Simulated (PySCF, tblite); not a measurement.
# C5H10O: a rotation path, then NMR shifts on frames, part 2 of 2

tblite 0.8.0 and PySCF 2.14.0. Atoms count from 0. Earlier steps stand in the parts before.

## 5. Nuclear shieldings: image 4, PBE0/pcSseg-1

The job: settings as JSON, then the geometry in Å.

```
{"job": {"kind": "nmr", "xc": "PBE0", "basis": "pcSseg-1", "pop": false}, "charge": 0, "multiplicity": 1}
C      2.212100     0.531200    -0.102700
C      0.859400     0.596800     0.527000
C     -0.248500    -0.007300     0.114300
C     -0.300100    -0.883100    -1.104200
C     -1.511500     0.165100     0.947400
O     -2.626800    -0.590300     0.551100
H      2.242500    -0.150100    -0.946800
H      2.941000     0.197200     0.635200
H      2.514400     1.523100    -0.439200
H      0.810000     1.205600     1.421900
H     -1.307300    -0.971600    -1.503500
H      0.341700    -0.489400    -1.888500
H      0.041000    -1.887000    -0.850800
H     -1.771500     1.236000     0.984000
H     -1.304000    -0.156100     1.972800
H     -2.900000    -0.311200    -0.329300
```

Method: GIAO PBE0/pcSseg-1 NMR shielding, non-relativistic, gas phase.

The program printed:

```text
coarse grid: 12720 points
cycle   1  E = -271.2513434877  dE =  6.170e-01  |g| = 6.595e-01  |ddm| = 3.427e+00
cycle   2  E = -271.2015406008  dE =  4.980e-02  |g| = 8.579e-01  |ddm| = 1.302e+00
cycle   3  E = -271.3390538734  dE = -1.375e-01  |g| = 8.680e-02  |ddm| = 8.243e-01
cycle   4  E = -271.3403989799  dE = -1.345e-03  |g| = 3.455e-02  |ddm| = 1.043e-01
cycle   5  E = -271.3406653766  dE = -2.664e-04  |g| = 1.123e-02  |ddm| = 4.076e-02
cycle   6  E = -271.3406913447  dE = -2.597e-05  |g| = 4.486e-03  |ddm| = 1.337e-02
cycle   7  E = -271.3406962558  dE = -4.911e-06  |g| = 3.616e-04  |ddm| = 4.007e-03
final grid: 120968 points
cycle   8  E = -271.3874965109  dE = -3.266e-05  |g| = 9.331e-03  |ddm| = 2.667e-02
cycle   9  E = -271.3874865927  dE =  9.918e-06  |g| = 1.181e-02  |ddm| = 1.812e-02
cycle  10  E = -271.3875159921  dE = -2.940e-05  |g| = 1.201e-03  |ddm| = 1.080e-02
cycle  11  E = -271.3875162647  dE = -2.726e-07  |g| = 1.375e-04  |ddm| = 1.033e-03
cycle  12  E = -271.3875162669  dE = -2.162e-09  |g| = 9.365e-05  |ddm| = 1.887e-04
cycle  13  E = -271.3875162690  dE = -2.108e-09  |g| = 2.151e-05  |ddm| = 9.579e-05
cycle  14  E = -271.3875162691  dE = -1.071e-10  |g| = 4.269e-06  |ddm| = 2.394e-05
converged SCF energy = -271.3875162691

GIAO shielding tensors (ppm)
atom      isotropic    diamagn.    paramagn.     s11        s22        s33       span
  0 C      170.176     247.764     -77.588    155.429    171.527    183.572     28.142
  1 C       62.855     256.492    -193.637    -48.561     80.343    156.782    205.343
  2 C       43.530     262.375    -218.846    -68.403     57.902    141.091    209.494
  3 C      174.685     246.797     -72.112    160.964    180.446    182.645     21.681
  4 C      117.975     242.142    -124.167     85.897    111.120    156.908     71.012
  5 O      307.267     386.389     -79.122    282.890    291.746    347.166     64.276
  6 H       29.672      31.309      -1.637     24.905     30.922     33.189      8.284
  7 H       29.955      28.653       1.302     25.831     27.553     36.482     10.651
  8 H       29.993      28.782       1.211     25.891     27.457     36.632     10.742
  9 H       26.347      34.141      -7.794     23.567     25.155     30.320      6.753
 10 H       30.111      31.476      -1.365     25.237     30.420     34.677      9.441
 11 H       29.716      31.191      -1.475     24.903     29.676     34.567      9.664
 12 H       29.938      29.823       0.115     25.677     27.214     36.923     11.246
 13 H       26.989      29.995      -3.006     21.570     28.241     31.156      9.586
 14 H       27.028      29.273      -2.245     21.898     28.459     30.728      8.830
 15 H       31.347      32.251      -0.904     23.122     28.742     42.178     19.056
```

Run time: 14 s. Hardware: 1 thread of Intel Xeon Platinum 8488C, shared host; peak memory 0.75 GiB.

Key values: δ C2 143.4, C1 124.1, C4 68.9, C0 16.7, H9 5.37, H13 4.73 ppm.

## 6. NMR shieldings: image 6, PBE0/pcSseg-1

The job: settings as JSON, then the geometry in Å.

```
{"job": {"kind": "nmr", "xc": "PBE0", "basis": "pcSseg-1", "pop": false}, "charge": 0, "multiplicity": 1}
C      2.237900     0.445800    -0.053600
C      0.885700     0.544800     0.573300
C     -0.255400     0.049100     0.109900
C     -0.364200    -0.719900    -1.177600
C     -1.535800     0.263300     0.893600
O     -2.455700    -0.799100     0.840400
H      2.241100    -0.182500    -0.938300
H      2.941700     0.029600     0.666500
H      2.595400     1.439200    -0.326100
H      0.868000     1.093200     1.506800
H     -1.363100    -0.648700    -1.605200
H      0.337100    -0.340700    -1.916000
H     -0.143300    -1.773800    -1.004500
H     -2.016600     1.195200     0.546700
H     -1.301500     0.385300     1.953600
H     -2.679000    -0.971800    -0.081000
```

Method: GIAO PBE0/pcSseg-1 NMR shielding, non-relativistic, gas phase.

The program printed:

```text
coarse grid: 12720 points
cycle   1  E = -271.2533534647  dE =  6.175e-01  |g| = 6.610e-01  |ddm| = 3.427e+00
cycle   2  E = -271.2033636972  dE =  4.999e-02  |g| = 8.609e-01  |ddm| = 1.202e+00
cycle   3  E = -271.3413131859  dE = -1.379e-01  |g| = 8.485e-02  |ddm| = 7.333e-01
cycle   4  E = -271.3426007884  dE = -1.288e-03  |g| = 3.327e-02  |ddm| = 9.990e-02
cycle   5  E = -271.3428488980  dE = -2.481e-04  |g| = 1.051e-02  |ddm| = 3.933e-02
cycle   6  E = -271.3428708851  dE = -2.199e-05  |g| = 4.458e-03  |ddm| = 1.254e-02
cycle   7  E = -271.3428757757  dE = -4.891e-06  |g| = 3.843e-04  |ddm| = 3.879e-03
final grid: 120968 points
cycle   8  E = -271.3895975792  dE = -3.228e-05  |g| = 9.610e-03  |ddm| = 2.711e-02
cycle   9  E = -271.3895866271  dE =  1.095e-05  |g| = 1.225e-02  |ddm| = 1.826e-02
cycle  10  E = -271.3896182170  dE = -3.159e-05  |g| = 1.216e-03  |ddm| = 1.061e-02
cycle  11  E = -271.3896184979  dE = -2.809e-07  |g| = 1.313e-04  |ddm| = 9.485e-04
cycle  12  E = -271.3896185001  dE = -2.222e-09  |g| = 8.331e-05  |ddm| = 1.775e-04
cycle  13  E = -271.3896185017  dE = -1.614e-09  |g| = 2.358e-05  |ddm| = 8.820e-05
cycle  14  E = -271.3896185019  dE = -1.323e-10  |g| = 4.533e-06  |ddm| = 2.502e-05
converged SCF energy = -271.3896185019

GIAO shielding tensors (ppm)
atom      isotropic    diamagn.    paramagn.     s11        s22        s33       span
  0 C      170.447     248.096     -77.649    155.692    171.436    184.213     28.521
  1 C       60.597     255.856    -195.259    -46.236     76.331    151.696    197.932
  2 C       44.200     263.392    -219.191    -67.826     54.554    145.874    213.700
  3 C      173.736     247.809     -74.072    159.135    179.187    182.887     23.752
  4 C      114.421     242.442    -128.021     87.541    110.169    145.554     58.013
  5 O      309.988     386.978     -76.991    283.526    294.940    351.498     67.972
  6 H       29.756      31.427      -1.671     25.075     30.960     33.233      8.158
  7 H       29.922      28.712       1.210     25.824     27.583     36.360     10.536
  8 H       30.063      28.767       1.296     25.966     27.425     36.797     10.831
  9 H       26.200      34.038      -7.837     23.386     25.315     29.899      6.513
 10 H       30.508      31.555      -1.048     26.060     30.151     35.312      9.251
 11 H       29.482      31.263      -1.781     24.599     29.599     34.248      9.649
 12 H       29.902      30.292      -0.390     26.267     26.889     36.552     10.285
 13 H       27.103      29.657      -2.554     22.017     27.796     31.496      9.479
 14 H       27.434      29.981      -2.547     23.174     28.344     30.784      7.609
 15 H       31.008      32.211      -1.203     21.292     30.113     41.620     20.328
```

Wall time 14 s (1 thread of Intel Xeon Platinum 8488C, shared host); peak memory 0.75 GiB.

This run: δ C2 142.7, C1 126.3, C4 72.5, C0 16.5, H9 5.52, H13 4.61 ppm.

## 7. NMR shieldings: image 8, PBE0/pcSseg-1

The job: settings as JSON, then the geometry in Å.

```
{"job": {"kind": "nmr", "xc": "PBE0", "basis": "pcSseg-1", "pop": false}, "charge": 0, "multiplicity": 1}
C      2.235600     0.330700     0.009700
C      0.875200     0.502000     0.600300
C     -0.280200     0.132600     0.062300
C     -0.410800    -0.546300    -1.275500
C     -1.581700     0.347600     0.795900
O     -2.201900    -0.863000     1.178300
H      2.209000    -0.193600    -0.940000
H      2.864400    -0.232400     0.698600
H      2.702600     1.304700    -0.137400
H      0.865600     0.984400     1.569200
H     -1.429600    -0.460000    -1.650700
H      0.255300    -0.094400    -2.006700
H     -0.158600    -1.605100    -1.202300
H     -2.267200     0.934000     0.161000
H     -1.418000     0.896800     1.725000
H     -2.267300    -1.429100     0.400900
```

With the program's defaults for keys left out, this is: GIAO PBE0/pcSseg-1 NMR shielding, non-relativistic, gas phase.

The program printed:

```text
coarse grid: 12720 points
cycle   1  E = -271.2548039402  dE =  6.101e-01  |g| = 6.613e-01  |ddm| = 3.419e+00
cycle   2  E = -271.2031689787  dE =  5.163e-02  |g| = 8.673e-01  |ddm| = 1.233e+00
cycle   3  E = -271.3428195315  dE = -1.397e-01  |g| = 8.500e-02  |ddm| = 7.569e-01
cycle   4  E = -271.3441343387  dE = -1.315e-03  |g| = 3.090e-02  |ddm| = 9.797e-02
cycle   5  E = -271.3443556589  dE = -2.213e-04  |g| = 7.796e-03  |ddm| = 3.641e-02
cycle   6  E = -271.3443657829  dE = -1.012e-05  |g| = 4.172e-03  |ddm| = 1.006e-02
cycle   7  E = -271.3443700938  dE = -4.311e-06  |g| = 4.727e-04  |ddm| = 3.550e-03
final grid: 120968 points
cycle   8  E = -271.3914090324  dE = -3.963e-05  |g| = 1.017e-02  |ddm| = 3.286e-02
cycle   9  E = -271.3913959126  dE =  1.312e-05  |g| = 1.317e-02  |ddm| = 1.900e-02
cycle  10  E = -271.3914320366  dE = -3.612e-05  |g| = 1.307e-03  |ddm| = 1.097e-02
cycle  11  E = -271.3914323629  dE = -3.264e-07  |g| = 1.396e-04  |ddm| = 1.038e-03
cycle  12  E = -271.3914323667  dE = -3.747e-09  |g| = 4.949e-05  |ddm| = 1.706e-04
cycle  13  E = -271.3914323671  dE = -3.912e-10  |g| = 2.846e-05  |ddm| = 6.367e-05
converged SCF energy = -271.3914323671

GIAO shielding tensors (ppm)
atom      isotropic    diamagn.    paramagn.     s11        s22        s33       span
  0 C      169.947     248.422     -78.475    155.274    170.480    184.087     28.812
  1 C       55.383     255.901    -200.518    -49.535     69.859    145.826    195.361
  2 C       45.691     262.808    -217.117    -67.380     52.254    152.199    219.580
  3 C      171.535     248.644     -77.109    156.973    171.176    186.457     29.484
  4 C      109.751     242.304    -132.553     92.027    107.768    129.457     37.431
  5 O      297.298     388.931     -91.633    276.156    285.213    330.526     54.370
  6 H       29.856      31.512      -1.657     25.315     30.971     33.281      7.966
  7 H       29.941      28.878       1.063     25.969     27.512     36.342     10.372
  8 H       30.012      28.676       1.337     25.977     27.396     36.664     10.687
  9 H       25.892      33.941      -8.049     23.347     24.912     29.418      6.070
 10 H       30.356      31.034      -0.678     26.298     29.440     35.330      9.033
 11 H       29.404      31.042      -1.638     24.693     29.149     34.370      9.677
 12 H       29.795      30.804      -1.009     26.512     27.151     35.723      9.211
 13 H       27.297      29.853      -2.556     23.491     27.080     31.320      7.830
 14 H       27.702      30.265      -2.562     24.038     28.036     31.033      6.995
 15 H       31.268      32.607      -1.339     21.675     30.953     41.175     19.500
```

It took 14 s on 1 thread of Intel Xeon Platinum 8488C, shared host; peak memory 0.75 GiB.

In short: δ C2 141.2, C1 131.5, C4 77.2, C0 17.0, H9 5.82, H13 4.42 ppm.

## 8. Side by side: NMR shifts

Shifts (ppm) of some atoms, chosen among heavy atoms and hydrogens apart, with basis size and wall time:

| frame | C2 | C1 | C4 | C3 | H10 | H15 | O5 | functions | time |
| --- | --- | --- | --- | --- | --- | --- | --- | --- | --- |
| image 0 | 144.9 | 129.9 | 74.9 | 13.9 | 2.41 | -0.10 | 49.3 | 152 | 14 s |
| image 2 | 144.1 | 126.2 | 71.5 | 11.0 | 2.45 | 0.00 | 40.1 | 152 | 14 s |
| image 4 | 143.4 | 124.1 | 68.9 | 12.2 | 1.61 | 0.37 | 28.8 | 152 | 14 s |
| image 6 | 142.7 | 126.3 | 72.5 | 13.2 | 1.21 | 0.71 | 26.1 | 152 | 14 s |
| image 8 | 141.2 | 131.5 | 77.2 | 15.4 | 1.36 | 0.45 | 38.8 | 152 | 14 s |

## 9. Results

The summary covers parts 1 to 2.

| quantity | value |
| --- | --- |
| barrier | 0.135 eV (3.1 kcal/mol) at image 4 |
| end to end (GFN2-xTB) | 0.036 eV |
| ¹³C shifts against TMS (PBE0/pcSseg-1, image 0) | 144.9, 129.9, 74.9, 16.9, 13.9 ppm |
| ¹H shifts against TMS (PBE0/pcSseg-1, image 0) | 5.71, 4.19, 4.15, 2.41, 1.99, 1.84, 1.72, 1.68, 1.64, -0.10 ppm |
| ¹⁷O shifts against H2O (PBE0/pcSseg-1, image 0) | 49.3 ppm |
| range of the shift of O5 | 26.1 to 49.3 ppm |

In words: Along the band the dihedral turns by 125°, and the top (dihedral 4°) lies 3.1 kcal/mol above the start (GFN2-xTB, rough), so at room temperature this motion is fast. Ends this close can change order at a higher level. The top was not checked by a frequency run. Shifts at one fixed geometry are not the observed spectrum, which averages over the motion. In the first frame run (image 0): The largest span, 221 ppm, is at C2, where the paramagnetic term is -220 ppm. In ppm, O5 moves most: its shift spreads over 23.2 ppm, from 26.1 (image 6) to 49.3 (image 0).
